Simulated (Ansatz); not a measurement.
# C4H4F2: basis-set convergence

The task here is to estimate one member of a computed series from the others.

Computed with Ansatz 0.2.0, Gaussian basis. Level: one geometry, several basis sets.

The runs, in order: PBE0-D4/def2-SVP; ωB97M-V/def2-SVP; PBE0-D4/def2-QZVPP; ωB97M-V/def2-QZVPP; the functionals' def2-TZVPP values are taken from earlier runs.

### The geometry

An earlier PBE0-D4 in a triple-zeta def2 set relaxation fixed the geometry.

SMILES `FCC#CCF`, 10 atoms, charge 0, spin multiplicity 1.

Atoms are counted from 1 here; the program's logs count them from 0.

Bond lengths: F1–C2 1.381 Å, C2–C3 1.448 Å, C2–H7 1.095 Å, C2–H8 1.095 Å, C3–C4 1.201 Å, C4–C5 1.448 Å, C5–F6 1.381 Å, C5–H9 1.095 Å, C5–H10 1.095 Å. Angles: F1–C2–C3 111.7°, F1–C2–H7 108.0°, F1–C2–H8 107.9°, C3–C2–H7 110.0°, C3–C2–H8 110.3°, H7–C2–H8 108.6°, C2–C3–C4 179.1°, C3–C4–C5 179.1°, C4–C5–F6 111.7°, C4–C5–H9 110.0°, C4–C5–H10 110.3°, F6–C5–H9 108.0°, F6–C5–H10 107.9°, H9–C5–H10 108.6°.

The first run:

The input, in.yaml:

```yaml
crystal:
  periodic: [false, false, false]
  atoms:
    - {symbol: F, position_ang: [1.126034, 0.310946, -2.613284]}
    - {symbol: C, position_ang: [-0.035455, 0.641589, -1.943904]}
    - {symbol: C, position_ang: [-0.003388, 0.200724, -0.564549]}
    - {symbol: C, position_ang: [0.003858, -0.163970, 0.580198]}
    - {symbol: C, position_ang: [0.030619, -0.589404, 1.964502]}
    - {symbol: F, position_ang: [-0.598906, -1.806041, 2.137547]}
    - {symbol: H, position_ang: [-0.874149, 0.172819, -2.468201]}
    - {symbol: H, position_ang: [-0.155343, 1.728400, -1.993212]}
    - {symbol: H, position_ang: [1.065616, -0.691604, 2.305643]}
    - {symbol: H, position_ang: [-0.475786, 0.145438, 2.598162]}
basis:
  gaussian: {orbitals: def2-SVP}
hamiltonian: {xc: pbe0, dispersion: d4}
output: {orbitals: {seedname: orbitals}}
```

Run with:

```bash
$ ansatz run in.yaml --threads 4 --pin off --events-out ev --progress --plain --max-ram 10444MiB
```

Steps of the session up to this table: PBE0-D4 in def2-SVP; ωB97M-V in def2-SVP; PBE0-D4 in def2-QZVPP; ωB97M-V in def2-QZVPP.

One table of the session follows, with a row left open; its other results are not shown here.

It belongs to the step «Functionals by basis». 

```
functional       basis  HOMO (eV)  LUMO (eV)
   PBE0-D4    def2-SVP      -8.22       0.25
   PBE0-D4  def2-TZVPP      -8.29      -0.01
   PBE0-D4  def2-QZVPP      -8.32      -0.11
   ωB97M-V    def2-SVP     -10.46       2.43
   ωB97M-V  def2-TZVPP     -10.54       2.04
   ωB97M-V  def2-QZVPP          ?          ?
```

**Question.** Estimate the row for ωB97M-V, def2-QZVPP.

As computed: HOMO (eV): -10.57; LUMO (eV): 1.65. In the column «HOMO (eV)» it is the lowest.
